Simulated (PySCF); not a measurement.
How methods differ on the ionisation energy of He

He 1s2 (1S) → He⁺ 1s1 (2S), as a difference of total energies. Calculation: PySCF 2.14, in dyall-av3z (10s3p2d, 29 functions); no relativity, point nucleus. Correlated levels: valence: nothing frozen; virtual orbitals above 40 to 60 times the deepest correlated orbital energy dropped. The calculations carry no spin-orbit coupling.

```json
{"method": "UHF", "ionisation energy (eV)": "23.448", "error (eV)": "-1.139"}
{"method": "LDA", "ionisation energy (eV)": "24.303", "error (eV)": "-0.284"}
{"method": "PBE", "ionisation energy (eV)": "24.467", "error (eV)": "-0.120"}
{"method": "PBE0", "ionisation energy (eV)": "24.448", "error (eV)": "-0.139"}
{"method": "r2SCAN", "ionisation energy (eV)": "24.621", "error (eV)": "+0.034"}
{"method": "r2SCANh", "ionisation energy (eV)": "24.605", "error (eV)": "+0.018"}
{"method": "B3LYP", "ionisation energy (eV)": "24.941", "error (eV)": "+0.354"}
{"method": "CAM-B3LYP", "ionisation energy (eV)": "24.803", "error (eV)": "+0.216"}
{"method": "MN15", "ionisation energy (eV)": "24.893", "error (eV)": "+0.306"}
{"method": "MP2 (valence)", "ionisation energy (eV)": "24.377", "error (eV)": "-0.210"}
{"method": "SCS-MP2 (valence)", "ionisation energy (eV)": "24.562", "error (eV)": "-0.025"}
```

Reference: 24.587 eV (measured; NIST Atomic Spectra Database, ionization energies).

Errors of the correlated levels include the incompleteness of this basis.
